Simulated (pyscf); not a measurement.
This saddle point was located with ωB97X-D3(BJ)/def2-SVP in PySCF.

```xyz
9

As     0.5532     1.7334     0.5733
Ga     0.8156     0.1589    -1.0792
H      1.1113    -0.2248     0.6486
H      1.6107    -0.2600    -2.3468
Si    -1.2256     0.5937     1.5594
H      0.8778    -1.1270     0.1236
H     -1.1429    -0.8829     1.3176
H     -1.2108     0.8539     3.0296
H     -2.5358     1.0712     1.0283
```
Charge 0, spin multiplicity 1.

Surface: singlet, charge 0. Lowest wavenumbers (cm⁻¹): 1432i, 101, 164, 313, 346.

### Question
Name the species on either side of this saddle.

### Answer
H₃Si–As=GaH (SMILES [SiH3][As]=[GaH]) + H₂ (SMILES [H][H]) <-> H₃Si–AsH–GaH₂ (SMILES [SiH3][AsH][GaH2]), an addition across a multiple bond or ene-type step read from left to right: H–H broken and As–H, Ga–H formed. At ωB97M-D3(BJ)/def2-TZVP it lies +29.8 kcal/mol from the left side and +51.2 kcal/mol from the right (each side as separated species at their lowest minima found). On the reactant side the descent ends in an adduct with a Ga–Si contact (not fully relaxed), 1.1 kcal/mol under the separated species and 32.5 kcal/mol under the saddle at ωB97X-D3(BJ)/def2-TZVP. At the saddle there is also a short Ga–H contact that neither side keeps. H₃Si–As=GaH is closed by a dative Ga–Si contact. H₃Si–AsH–GaH₂ is closed by a dative Ga–Si contact. H₃Si–As=GaH lies 9.5 kcal/mol over its isomer H₃Si–AsH–Ga [singlet], and others may lie lower still (electronic energy, ωB97M-D3(BJ)). This is the saddle that the search found; another between the same sides may lie lower. Elements up to Kr have no core potential and no relativistic terms here.
